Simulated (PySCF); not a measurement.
# Trend along the third period: MH cations

CCSD(T) with double-zeta basis sets in PySCF, for the lowest determinant that a PBE0 search found; no spin–orbit coupling. De refers to high-spin ground-configuration atoms (the charge goes to the atom of lower measured ionisation energy or higher electron affinity, which is not always the lowest computed limit).

```json
{"M": "Na", "basis": "pcseg-1", "reference, frozen orbitals": "UHF, 1", "charged atom": "Na+", "state (unpaired electrons)": "doublet (σ ↑)", "Re (Å)": "3.035", "ωe (cm⁻¹)": "150", "De (eV)": "0.01"}
{"M": "Mg", "basis": "def2-SVP", "reference, frozen orbitals": "RHF, 1", "charged atom": "Mg+", "state (unpaired electrons)": "singlet (closed shell)", "Re (Å)": "1.672", "ωe (cm⁻¹)": "1633", "De (eV)": "1.87"}
{"M": "Al", "basis": "x2c-SVPall", "reference, frozen orbitals": "UHF, 5", "charged atom": "Al+", "state (unpaired electrons)": "doublet (σ ↑)", "Re (Å)": "1.612", "ωe (cm⁻¹)": "1683", "De (eV)": "0.68"}
{"M": "Si", "basis": "jorge-DZP-DKH", "reference, frozen orbitals": "RHF, 5", "charged atom": "Si+", "state (unpaired electrons)": "singlet (closed shell)", "Re (Å)": "1.519", "ωe (cm⁻¹)": "2133", "De (eV)": "3.11"}
{"M": "P", "basis": "cc-pV(D+d)Z/cc-pVDZ", "reference, frozen orbitals": "UHF, 5", "charged atom": "P+", "state (unpaired electrons)": "doublet (π ↑)", "Re (Å)": "1.436", "ωe (cm⁻¹)": "2400", "De (eV)": "3.18"}
{"M": "S", "basis": "def2-SVP", "reference, frozen orbitals": "UHF, 5", "charged atom": "S+", "state (unpaired electrons)": "triplet (π ↑↑)", "Re (Å)": "1.372", "ωe (cm⁻¹)": "2595", "De (eV)": "3.30"}
{"M": "Cl", "basis": "def2-SVP", "reference, frozen orbitals": "UHF, 5", "charged atom": "Cl+", "state (unpaired electrons)": "doublet (π ↑)", "Re (Å)": "1.320", "ωe (cm⁻¹)": "2767", "De (eV)": "4.41"}
```

The shortest bond is that of HCl⁺ (1.320 Å), the longest that of NaH⁺ (3.035 Å). HCl⁺ is bound most strongly (4.41 eV) and NaH⁺ least (0.01 eV).

The rows differ in basis set, which adds steps of its own.

The state changes along the series, so neighbouring rows are not always alike in their bonding.

Correlated steps freeze the inner cores (1 to 5 orbitals); shallow outer-core shells are correlated. Weak bonds: NaH⁺. Basis-set superposition, not corrected here, can be much of De in a small basis, most of all at correlated wavefunction levels. For an ion De counts to the pair picked by the measured ionisation energies or electron affinities, which need not be the lowest pair at this level. Where the molecule has an RHF reference, its open-shell atoms are computed with UHF. States were picked by a PBE0 search and need not be the measured ground states.
